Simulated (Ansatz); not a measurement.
Rock-salt LiF, relaxed in Ansatz (plane waves) with several semilocal functionals. Each gives its own volume and its own elastic constant C11:

```csv
level,V0 (Å³/atom),elastic constant C11 (GPa),ln V0,ln C11
LDA,7.465,158.5,2.0102,5.0658
PBEsol,8.045,125.5,2.0851,4.8323
PBE,8.415,108.3,2.1300,4.6849
```

Task: Fit a straight line to ln C11 against ln V0. What does it predict for r²SCAN, whose volume is 7.940 Å³/atom?

Result: With x = ln V0 and y = ln C11: means 2.07510 and 4.86100; Σ(Δx Δy) = -0.02325, Σ(Δx²) = 0.007326, so the slope is -3.17. At x = 2.0719 the line gives y = 4.86100 + (-3.17) × (2.0719 − 2.07510) = 4.8711, or 130.5 GPa. The run with r²SCAN gives 138.5 GPa, +6.1 % from the line. The rows used scatter about it by up to 0.3 %, while the largest value lies 46 % above the smallest.

Measured: 125 GPa (measured, 0 K, zero-point motion not removed; as tabulated in Harker's crystal data pages).

Ansatz's density-functional and Hartree–Fock values are scalar-relativistic unless marked +SOC, with PAW data made under PBE.

Ansatz is a program for electronic structure.
